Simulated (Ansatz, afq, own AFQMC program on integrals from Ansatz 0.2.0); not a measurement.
GeNH2, quartet: AFQMC among the cluster methods

```yaml
atoms:
  - { symbol: Ge, position_ang: [0.0000, 0.0000, 0.3832] }
  - { symbol: N, position_ang: [0.0000, 0.0000, -1.6628] }
  - { symbol: H, position_ang: [0.0000, 0.8309, -2.2567] }
  - { symbol: H, position_ang: [0.0000, -0.8309, -2.2567] }
```

Connectivity, by distances: Ge–NH2.

Basis cc-pVDZ. Noble-gas cores (and the filled d shells of Ga–Kr and In–Xe) are frozen. AFQMC by an in-house program on the Cholesky factors that Ansatz 0.2.0 writes for its CCSD(T) run. ph-AFQMC/CISD is guided by a CISD state made of CCSD amplitudes; releasing the constraint for a short imaginary time cuts its bias at the price of noise, slowly where states lie close. Free AFQMC starts from the CCSD state and is never constrained. Its projection time is finite, and what remains of the start isn't in its error. Uncertainties: one standard error, sampling alone. No spin–orbit coupling.

Determinant: ROHF, the one that the program's search chose, which needn't be the lowest solution. The geometry is a point of a scan.

No full CI on the walks' own integrals is used here; CCSDT(Q) serves as the reference and is uncertain by about the last step of the cluster series.

Cautions: no relativity below Rb; no spin-orbit coupling; inner d shell frozen; lower spins were not checked.

```
T1 diagnostic                               : 0.0184
weight of the determinant in the CISD state : 0.895
size of the correlated space                : 11 electrons in 36 orbitals
```

Reference: CCSDT(Q), correlation energy -6.454 eV. The released energy is read at 2.40 1/Eh (meV from the phaseless value at times in 1/Eh: 4 ± 12 at 0.24, 0 ± 10 at 0.51, -3 ± 10 at 0.99, 14 ± 12 at 1.62, -8 ± 12 at 2.40).

```
         level  E − E(reference) (kJ/mol)  share of correlation (%)
            HF                      622.7                      0.00
           MP2                       98.2                     84.24
          CCSD                       15.3                     97.55
       CCSD(T)                        2.8                     99.54
         CCSDT                        0.9                     99.86
 ph-AFQMC/CISD                  0.3 ± 0.9                     99.96
released AFQMC                 -0.5 ± 1.2                    100.08
    free AFQMC                  0.0 ± 1.1                    100.00
```

Free projections are given only where their last times agree within the noise and don't stop above the reference; a slow remainder of the start can still hide under it. A walk keeps the symmetry of its determinant, which the program's search chose and which needn't be the lowest solution, so a lower state of the same spin and another symmetry isn't excluded. Released energies are given only where the last usable release times agree within the noise; a slower fall can still hide under it.
